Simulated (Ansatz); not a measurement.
# O2: the cost of one run

Computed with Ansatz 0.2.0 (the levels named in each step, unless a step's input says otherwise).

### 1 The structure to begin with

Bond lengths: O1–O2 1.210 Å.

As a file:

```xyz
2

O     0.0000    0.0000    0.0000
O     0.0000    0.0000    1.2098
```

### 2 A rough first relaxation, PBE-D4/def2-SVP

This run stands in another session on the same molecule. It ended at:

```xyz
2

O     0.0000    0.0000   -0.0019
O     0.0000    0.0000    1.2117
```

### 3 Relaxation, PBE0-D4/def2-TZVPP

This run stands in another session on the same molecule. It ended at:

```xyz
2

O     0.0000    0.0000    0.0085
O     0.0000    0.0000    1.2013
```

### 4 Relaxation, CCSD(T)/cc-pV(T+d)Z

The input, input.yaml:

```yaml
crystal:
  periodic: [false, false, false]
  atoms:
    - { symbol: O, position_ang: [0.0, 0.0, 0.00850467] }
    - { symbol: O, position_ang: [0.0, 0.0, 1.20131533] }
magnetization:
  spin_polarized: true
  initial_magnetization: 2
basis:
  gaussian: { orbitals: "cc-pV(T+d)Z.json" }
correlation:
  method: ccsd_t
scf:
  omitted_lower_state_checks: [cluster_reference]
relax:
  f_tol: 0.002
  max_steps: 40
```

Launch:

```
ansatz run input.yaml --threads 2 --pin off --max-ram 5120MiB --backend cpu --events-out ev --progress --plain --runs-dir out
```

What time and memory should one allow on 2 threads of Intel Xeon 6975P-C (Granite Rapids), shared host?

About 21 s, with a peak of 0.31 GiB.
